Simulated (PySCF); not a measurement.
# CH3BH2: electronic excitations at several levels of theory, part 2 of 2

PySCF 2.14.0. Atoms count from 0. The steps go on from the part before.

## 11. Ultraviolet spectrum: LC-wPBE/def2-SVPD

The job: settings as JSON, then the geometry in Å.

```
{"job": {"kind": "uv", "xc": "LC-wPBE", "basis": "def2-SVPD", "ip": true}, "charge": 0, "multiplicity": 1}
B      0.890069     0.065949    -0.029259
C     -0.653446    -0.092235    -0.092872
H      1.607233    -0.879696     0.216477
H      1.406312     1.155701    -0.149345
H     -0.955452     0.083035     0.963548
H     -1.018456    -1.097582    -0.347255
H     -1.177731     0.672619    -0.684014
```

Method: TDDFT LC-wPBE/def2-SVPD, vertical, gas phase, core orbitals frozen in the response.

The log of the run:

```text
coarse grid: 5272 points
cycle   1  E = -65.8231005387  dE = -9.902e-02  |g| = 1.834e-01  |ddm| = 2.479e+00
cycle   2  E = -65.8334611344  dE = -1.036e-02  |g| = 8.008e-02  |ddm| = 3.274e-01
cycle   3  E = -65.8351303134  dE = -1.669e-03  |g| = 2.460e-02  |ddm| = 1.409e-01
cycle   4  E = -65.8353407372  dE = -2.104e-04  |g| = 2.927e-03  |ddm| = 5.137e-02
cycle   5  E = -65.8353454498  dE = -4.713e-06  |g| = 6.470e-04  |ddm| = 9.026e-03
final grid: 49280 points
cycle   6  E = -65.8472508040  dE = -1.032e-05  |g| = 2.444e-03  |ddm| = 2.287e-02
cycle   7  E = -65.8472517391  dE = -9.351e-07  |g| = 1.607e-03  |ddm| = 5.198e-03
cycle   8  E = -65.8472523983  dE = -6.592e-07  |g| = 8.916e-05  |ddm| = 1.819e-03
cycle   9  E = -65.8472524017  dE = -3.361e-09  |g| = 3.334e-05  |ddm| = 2.169e-04
cycle  10  E = -65.8472524021  dE = -4.532e-10  |g| = 6.008e-06  |ddm| = 6.178e-05
converged SCF energy = -65.8472524021

Static polarisability (au): isotropic 28.992, principal 25.130 29.078 32.768

Singlet excitations
state   eV       nm        f      main configurations
  1   5.9087    209.8   0.00022   H->L 0.96
  2   6.3880    194.1   0.00206   H-1->L 0.97
  3   9.2147    134.6   0.03407   H->L+1 0.93
  4   9.5475    129.9   0.14392   H-2->L 0.94
  5   9.5518    129.8   0.00207   H-3->L 0.94
  6   9.7712    126.9   0.01720   H-1->L+1 0.83, H-1->L+2 0.12
  7  10.1757    121.8   0.09660   H->L+2 0.85
  8  10.8119    114.7   0.32089   H-1->L+2 0.81, H-1->L+1 0.12
  9  11.0569    112.1   0.08428   H->L+3 0.93
 10  11.2283    110.4   0.13222   H-2->L+1 0.39, H->L+4 0.25, H-2->L+2 0.21

Triplet excitations (Tamm-Dancoff, eV): 5.0958 5.6269 8.4801 8.8944
Vertical ionisation energy (delta-SCF) = 11.9749 eV
```

Wall time 12 s (1 thread of Arm Neoverse V1, shared host); peak memory 0.36 GiB.

In short: HOMO -11.84 eV, LUMO 1.19 eV; lowest singlet 5.91 eV.

## 12. Excited states and response: PBE0/6-31G*

Same as in step 11 but for these lines:

```diff
@@ -1,2 +1,2 @@
-{"job": {"kind": "uv", "xc": "LC-wPBE", "basis": "def2-SVPD", "ip": true}, "charge": 0, "multiplicity": 1}
+{"job": {"kind": "uv", "xc": "PBE0", "basis": "6-31G*"}, "charge": 0, "multiplicity": 1}
 B      0.890069     0.065949    -0.029259
```

Level: TDDFT PBE0/6-31G*, vertical, gas phase, core orbitals frozen in the response.

The log of the run:

```text
coarse grid: 5272 points
cycle   1  E = -65.8319329831  dE = -1.547e-01  |g| = 2.933e-01  |ddm| = 1.978e+00
cycle   2  E = -65.8316469101  dE =  2.861e-04  |g| = 2.982e-01  |ddm| = 5.009e-01
cycle   3  E = -65.8555119434  dE = -2.387e-02  |g| = 1.385e-02  |ddm| = 2.599e-01
cycle   4  E = -65.8555662790  dE = -5.434e-05  |g| = 5.496e-03  |ddm| = 2.295e-02
cycle   5  E = -65.8555763800  dE = -1.010e-05  |g| = 6.897e-04  |ddm| = 6.126e-03
cycle   6  E = -65.8555765387  dE = -1.587e-07  |g| = 5.039e-05  |ddm| = 9.347e-04
final grid: 49280 points
cycle   7  E = -65.8406396914  dE = -7.693e-06  |g| = 4.861e-03  |ddm| = 1.014e-02
cycle   8  E = -65.8406388837  dE =  8.077e-07  |g| = 5.309e-03  |ddm| = 8.988e-03
cycle   9  E = -65.8406463312  dE = -7.448e-06  |g| = 1.956e-04  |ddm| = 4.369e-03
cycle  10  E = -65.8406463435  dE = -1.223e-08  |g| = 4.027e-05  |ddm| = 2.281e-04
cycle  11  E = -65.8406463440  dE = -4.766e-10  |g| = 6.446e-06  |ddm| = 4.009e-05
converged SCF energy = -65.8406463440

Static polarisability (au): isotropic 23.947, principal 18.603 25.028 28.209

Singlet excitations
state   eV       nm        f      main configurations
  1   5.9818    207.3   0.00041   H->L 0.99
  2   6.3678    194.7   0.00095   H-1->L 0.99
  3   9.0222    137.4   0.00286   H-3->L 0.99
  4   9.1782    135.1   0.13056   H-2->L 0.98
  5  10.8568    114.2   0.00879   H->L+1 0.99
  6  11.1519    111.2   0.05388   H-1->L+1 0.85, H-4->L 0.11
  7  11.4248    108.5   0.13080   H-4->L 0.73, H-1->L+1 0.13, H-1->L+2 0.10
  8  11.7658    105.4   0.00414   H->L+2 0.84, H-1->L+3 0.12
  9  12.0297    103.1   0.08534   H-1->L+2 0.72, H->L+3 0.12, H-4->L 0.09
 10  12.0533    102.9   0.03260   H-1->L+3 0.80, H->L+2 0.10

Triplet excitations (Tamm-Dancoff, eV): 5.2475 5.6368 8.1352 8.7488
```

Run time: 1.3 s. Hardware: 1 thread of Arm Neoverse V1, shared host; peak memory 0.36 GiB.

Key values: HOMO -8.83 eV, LUMO -0.83 eV; lowest singlet 5.98 eV.

## 13. Excited states and response: PBE0/def2-SVP

Same as in step 12 but for these lines:

```diff
@@ -1,2 +1,2 @@
-{"job": {"kind": "uv", "xc": "PBE0", "basis": "6-31G*"}, "charge": 0, "multiplicity": 1}
+{"job": {"kind": "uv", "xc": "PBE0", "basis": "def2-SVP"}, "charge": 0, "multiplicity": 1}
 B      0.890069     0.065949    -0.029259
```

Level: TDDFT PBE0/def2-SVP, vertical, gas phase, core orbitals frozen in the response.

The log of the run:

```text
coarse grid: 5272 points
cycle   1  E = -65.7643445522  dE = -1.607e-01  |g| = 2.668e-01  |ddm| = 2.276e+00
cycle   2  E = -65.7639224796  dE =  4.221e-04  |g| = 2.766e-01  |ddm| = 5.202e-01
cycle   3  E = -65.7846096542  dE = -2.069e-02  |g| = 1.248e-02  |ddm| = 2.559e-01
cycle   4  E = -65.7846569983  dE = -4.734e-05  |g| = 4.798e-03  |ddm| = 2.093e-02
cycle   5  E = -65.7846651201  dE = -8.122e-06  |g| = 8.868e-04  |ddm| = 6.714e-03
final grid: 49280 points
cycle   6  E = -65.7952488676  dE = -9.662e-06  |g| = 4.477e-03  |ddm| = 1.262e-02
cycle   7  E = -65.7952477430  dE =  1.125e-06  |g| = 4.980e-03  |ddm| = 8.234e-03
cycle   8  E = -65.7952543082  dE = -6.565e-06  |g| = 1.030e-04  |ddm| = 4.316e-03
cycle   9  E = -65.7952543114  dE = -3.238e-09  |g| = 3.697e-05  |ddm| = 1.746e-04
cycle  10  E = -65.7952543119  dE = -4.705e-10  |g| = 5.556e-06  |ddm| = 4.681e-05
converged SCF energy = -65.7952543119

Static polarisability (au): isotropic 25.270, principal 19.852 25.980 29.978

Singlet excitations
state   eV       nm        f      main configurations
  1   5.8047    213.6   0.00036   H->L 0.99
  2   6.2680    197.8   0.00138   H-1->L 0.99
  3   8.8265    140.5   0.00264   H-3->L 0.99
  4   8.9637    138.3   0.13591   H-2->L 0.98
  5   9.7417    127.3   0.00331   H->L+1 0.99
  6  10.2042    121.5   0.07369   H-1->L+1 0.98
  7  10.9943    112.8   0.06094   H-4->L 0.72, H-1->L+2 0.24
  8  11.0255    112.5   0.00150   H->L+2 0.97
  9  11.3463    109.3   0.19314   H->L+3 0.87, H-1->L+2 0.09
 10  11.4349    108.4   0.11212   H-1->L+2 0.61, H-4->L 0.17, H->L+3 0.11

Triplet excitations (Tamm-Dancoff, eV): 5.0590 5.5504 7.9455 8.5547
```

It took 1.6 s on 1 thread of Arm Neoverse V1, shared host; peak memory 0.36 GiB.

In short: HOMO -8.90 eV, LUMO -1.12 eV; lowest singlet 5.80 eV.

## 14. Excited states and response: PBE0/def2-TZVP

Same as in step 13 but for these lines:

```diff
@@ -1,2 +1,2 @@
-{"job": {"kind": "uv", "xc": "PBE0", "basis": "def2-SVP"}, "charge": 0, "multiplicity": 1}
+{"job": {"kind": "uv", "xc": "PBE0", "basis": "def2-TZVP"}, "charge": 0, "multiplicity": 1}
 B      0.890069     0.065949    -0.029259
```

With the program's defaults for keys left out, this is: TDDFT PBE0/def2-TZVP, vertical, gas phase, core orbitals frozen in the response.

The log of the run:

```text
coarse grid: 5272 points
cycle   1  E = -65.8471432052  dE = -1.525e-01  |g| = 2.981e-01  |ddm| = 1.593e+00
cycle   2  E = -65.8450017210  dE =  2.141e-03  |g| = 3.163e-01  |ddm| = 4.067e-01
cycle   3  E = -65.8709578378  dE = -2.596e-02  |g| = 1.422e-02  |ddm| = 2.068e-01
cycle   4  E = -65.8710126082  dE = -5.477e-05  |g| = 5.784e-03  |ddm| = 1.526e-02
cycle   5  E = -65.8710237575  dE = -1.115e-05  |g| = 1.090e-03  |ddm| = 5.111e-03
cycle   6  E = -65.8710241012  dE = -3.437e-07  |g| = 8.552e-05  |ddm| = 9.530e-04
final grid: 49280 points
cycle   7  E = -65.8664277084  dE = -2.132e-05  |g| = 4.828e-03  |ddm| = 2.468e-02
cycle   8  E = -65.8664264797  dE =  1.229e-06  |g| = 5.311e-03  |ddm| = 6.138e-03
cycle   9  E = -65.8664335875  dE = -7.108e-06  |g| = 2.027e-04  |ddm| = 3.182e-03
cycle  10  E = -65.8664335973  dE = -9.771e-09  |g| = 7.128e-05  |ddm| = 2.085e-04
cycle  11  E = -65.8664335989  dE = -1.588e-09  |g| = 1.071e-05  |ddm| = 6.210e-05
cycle  12  E = -65.8664335989  dE = -3.455e-11  |g| = 1.358e-06  |ddm| = 9.722e-06
converged SCF energy = -65.8664335989

Static polarisability (au): isotropic 28.363, principal 23.589 28.678 32.821

Singlet excitations
state   eV       nm        f      main configurations
  1   5.7968    213.9   0.00028   H->L 0.99
  2   6.2393    198.7   0.00193   H-1->L 0.99
  3   8.8016    140.9   0.00196   H-3->L 0.98
  4   8.8773    139.7   0.00020   H->L+1 0.99
  5   8.8849    139.5   0.11236   H-2->L 0.96
  6   9.3494    132.6   0.06737   H-1->L+1 0.99
  7  10.1196    122.5   0.05789   H->L+2 0.96
  8  10.2978    120.4   0.04842   H->L+3 0.97
  9  10.4457    118.7   0.02997   H->L+4 0.96
 10  10.5770    117.2   0.12719   H-1->L+2 0.77, H-1->L+4 0.15

Triplet excitations (Tamm-Dancoff, eV): 5.0593 5.5290 7.9138 8.5260
```

Wall time 2.6 s (1 thread of Arm Neoverse V1, shared host); peak memory 0.36 GiB.

This run: HOMO -8.96 eV, LUMO -1.22 eV; lowest singlet 5.80 eV.

## 15. Side by side: electronic excitations

Excitations and ground-state properties, with basis size and wall time:

```tsv
run	lowest singlet (eV)	brightest (eV)	f	gap (eV)	α (Å³)	μ (D)	functions	time
HF/def2-SVPD	6.69	11.35	0.387	14.66	4.13	0.57	80	1.1 s
LDA/def2-SVPD	5.21	9.24	0.158	4.97	4.71	0.84	80	6.6 s
PBE/def2-SVPD	5.45	9.19	0.165	5.27	4.60	0.79	80	10 s
B3LYP/def2-SVPD	5.79	9.69	0.200	7.33	4.47	0.70	80	8.9 s
PBE0/def2-SVPD	5.79	9.95	0.215	7.75	4.42	0.73	80	8.4 s
BHandHLYP/def2-SVPD	6.14	10.46	0.265	10.23	4.30	0.64	80	6.4 s
CAM-B3LYP/def2-SVPD	5.83	10.16	0.245	10.36	4.42	0.69	80	9.7 s
wB97X-D/def2-SVPD	5.96	10.30	0.280	11.69	4.41	0.68	80	8 s
LC-wPBE/def2-SVPD	5.91	10.81	0.321	13.03	4.30	0.70	80	12 s
PBE0/6-31G*	5.98	11.42	0.131	8.01	3.55	0.75	38	1.3 s
PBE0/def2-SVP	5.80	11.35	0.193	7.78	3.74	0.79	53	1.6 s
PBE0/def2-TZVP	5.80	10.58	0.127	7.74	4.20	0.73	92	2.6 s
```

## 16. Results

The summary covers parts 1 to 2.

```
                                quantity                         value
                             point group                            Cs
    rotational constants (main isotopes)       94.41, 21.55, 19.63 GHz
           lowest singlet (HF/def2-SVPD)   6.69 eV (185 nm), f = 0.000
brightest single state of those computed  state 8, 11.35 eV, f = 0.387
                          lowest triplet                       5.69 eV
       vertical ionisation energy (ΔSCF)                      11.37 eV
             range of the lowest singlet               5.21 to 6.69 eV
```

In words: Single values in the summary come from the first run of each kind that ended normally (HF/def2-SVPD), which need not be the best level. The start was shaken at random, so part of the energy gained undoes that. Relaxing lowered the energy by 0.644 eV in 12 steps; the close pair that moved most is B0–H2, from 1.042 to 1.212 Å. The lowest singlet, at 6.69 eV, is HOMO→LUMO+1 0.81, HOMO→LUMO 0.09 and is dark; of the 10 states computed, the strongest absorption comes from state 8 at 11.35 eV (the last state computed is bright too, and its partners may lie past the list). The lowest triplet lies 1.00 eV below the lowest singlet (triplets in Tamm-Dancoff, singlets in full TDDFT). At HF/def2-SVPD, the highest states lie near or above the ionisation energy, where they hang on the basis. The orbital energy would give 12.51 eV for ionisation, ΔSCF gives 11.37 eV. In this run the hole sits in HOMO−1, not in the HOMO; unless the two are degenerate, this need not be the first ionisation. The lowest singlet runs from 5.21 eV (LDA/def2-SVPD) to 6.69 eV (HF/def2-SVPD), while the orbital gap spans 4.97 to 14.66 eV. The lowest state need not be the same one in every run. The runs solved for a few states only, so the brightest column depends on that window.
